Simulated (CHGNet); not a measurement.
We consider bcc Rb, described by the machine-learned potential CHGNet 0.3.0 (trained on PBE and PBE+U data).

Computed at the level's own relaxed cell.

Elastic tensor (GPa, Voigt notation, ions relaxed):

```
   13.5    11.3    11.3     0.0     0.0     0.0
   11.3    13.5    11.3     0.0     0.0     0.0
   11.3    11.3    13.5     0.0     0.0     0.0
    0.0     0.0     0.0     2.5     0.0     0.0
    0.0     0.0     0.0     0.0     2.5     0.0
    0.0     0.0     0.0     0.0     0.0     2.5
```

Worked from these constants: the tetragonal shear constant is C′ = (C11 − C12)/2 = 1.1 GPa against C44 = 2.5 GPa, so the tetragonal shear is the softer. The Zener ratio C44/C′ is 2.27 (1 for an isotropic solid), and the Cauchy pressure C12 − C44 is 8.8 GPa. With C11 + 2C12 = 36.1 GPa all three Born conditions hold; they don't test modes at the zone boundary.

Measured, for comparison: elastic constant C11 3.41 GPa, elastic constant C12 2.87 GPa, elastic constant C44 2.21 GPa (temperature not stated, no zero-point or thermal correction; as tabulated in arXiv:1601.06701). Computed (rounded) less measured: elastic constant C11 +296 %, elastic constant C12 +294 %, elastic constant C44 +14 %.

A machine-learned potential is trained on density-functional data: it inherits that level's misses and adds fitting errors of its own.

Note: this model's volume lies 8 % below that of the starting cell (a measured, published or database cell); the model's thermal expansion at 300 K is negative.

Static lattice: no zero-point or thermal effects.
